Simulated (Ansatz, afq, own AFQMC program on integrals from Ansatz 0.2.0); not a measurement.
Two steps: Ansatz 0.2.0 writes the Fock matrix and Cholesky factors of the valence space, and afq projects on them the lowest state that overlaps trial and start.

```yaml
crystal:
  periodic: [false, false, false]
  atoms:
    - {symbol: Cl, position_ang: [0.000000, 0.000000, 0.000000]}
basis:
  gaussian: {orbitals: cc-pVQZ}
magnetization: {spin_polarized: true, initial_magnetization: 1}
correlation: {method: ccsd_t, electrons: outside_noble_gas, hamiltonian_folder: ham}
```

```sh
$ ansatz run in.yaml --threads 1 --pin off --events-out ev --progress --plain --max-ram 16896MiB --backend cuda --devices 0, --max-vram 18GiB
```

Options of the walk:

```
--method phaseless --trial cisd --walkers 3800 --populations 20 --least-time 60 --time-step 0.005 --steps-per-block 50 --equilibration-blocks 28 --max-blocks 4000 --target-error 0.00016 --factor-cut 1e-05 --start spin_pure --seed 6611 --release-times 0.24,0.51,0.99,1.62,2.4 --release-step 0.03 --release-every 3 --taylor-order 6
```

Times are imaginary, in 1/Eh. The walk had a cap of 241 s. With eight or more populations the least sampling time is a fifth of least-time, and the error comes from their spread.

Log:

```
orbitals 54  electrons 4 3  factors 353 of 354
reference energy -459.48909458 Eh
CCSD correlation -0.19707753 Eh in 7 cycles, weight of the determinant in the CISD state 0.9281
energy of the start -459.685958 Eh
 block  time / (1/Eh)  mean weight  energy / Eh
     1     0.250  1.0000  -459.686126
     2     0.500  1.0003  -459.688628
     3     0.750  1.0000  -459.690382
     4     1.000  1.0003  -459.691822
     5     1.250  0.9999  -459.692301
    10     2.500  1.0002  -459.694641
    15     3.750  1.0001  -459.693847
    20     5.000  0.9999  -459.694052
    25     6.250  1.0000  -459.693488
    30     7.500  1.0000  -459.693824
    35     8.750  0.9995  -459.693539
    40    10.000  1.0001  -459.693980
    45    11.250  1.0001  -459.693605
    50    12.500  1.0001  -459.693661
    55    13.750  1.0000  -459.694097
    59    14.750  1.0000  -459.695992
    60    15.000  1.0000  -459.693764
    65    16.250  0.9999  -459.693626
    68    17.000  1.0000  -459.693337
    70    17.500  1.0000  -459.693659
    75    18.750  1.0000  -459.693572
    78    19.500  1.0001  -459.693722
error from the spread of 20 populations
released: time / (1/Eh)  energy / Eh  error  mean overlap
  0.24  -459.693900  0.000094  0.9994
  0.51  -459.694080  0.000077  0.9976
  0.99  -459.694222  0.000058  0.9913
  1.62  -459.694258  0.000128  0.9964
  2.40  -459.694389  0.000103  0.9874
energy -459.693800 +/- 0.000110 Eh
(rows thinned)
```

The run passed its tests (sampling time, drift between the halves within three errors, error under three times the target), which doesn't prove that it has relaxed.

Against this walk (error 3.0 meV) on the same determinant: CCSD(T) 13.4 meV higher, CCSDT(Q) 12.1 meV lower. The error is statistical and leaves out the bias of the constraint. The released energies are still falling (meV from the phaseless value at times in 1/Eh: -3 ± 3 at 0.24, -7.6 ± 2.1 at 0.51, -11.5 ± 1.6 at 0.99, -12 ± 3 at 1.62, -16 ± 3 at 2.40), so they give no level; they do show a bias of the constraint, and the last of them that isn't too noisy lies 4 meV below CCSDT(Q).

Cautions: constraint bias not in the error.

The walk took 86 s on 1 × NVIDIA H100 80GB HBM3 with 2 threads of AMD EPYC 7R13 Processor (Zen 3) (shared host) (the card was shared). The log's last line is the phaseless energy.

CCSDT and higher add their correlation energy to the determinant of the CCSD(T) run, since their own runs factorise the integrals more tightly (a shift of under 2 meV). A walk keeps the symmetry of its determinant, which the program's search chose and which needn't be the lowest solution, so a lower state of the same spin and another symmetry isn't excluded.
